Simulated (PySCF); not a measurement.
Atom-mapped SMILES (the numbers label the heavy atoms): `[CH3:1][N:2]1[CH2:3][CH2:4][N:5]1[CH3:6]` (H(Xn): hydrogen on atom n).

GIAO PBE0/pcSseg-1 shifts (PySCF 2.14.0 with density-fitted response routines, gas phase, non-relativistic, equivalent atoms averaged), each against references optimised in the same way as the molecule (TMS, NH3).

On the GFN2-xTB geometry: C3/C4 52.3, C1/C6 48.0, N2/N5 122.2, H(C3)/H(C4) 3.24, H(C1)/H(C6) 2.40 ppm.

**Question.** What changes on the PBE0-D3(BJ)/def2-SVP geometry?

**Answer.** 
```tsv
atoms	δ (ppm)	change
C3/C4	52.3	+0.0
C1/C6	46.6	-1.4
N2/N5	117.6	-4.6
H(C3)/H(C4)	2.89	-0.35
H(C1)/H(C6)	2.21	-0.19
```

Bonds between heavy atoms that differ most (equivalent bonds averaged): N5–N2 1.473 → 1.457 Å, N2–C3 1.469 → 1.465 Å, C1–N2 1.442 → 1.438 Å. Mean change of bonds to hydrogen: C–H +0.012 Å.
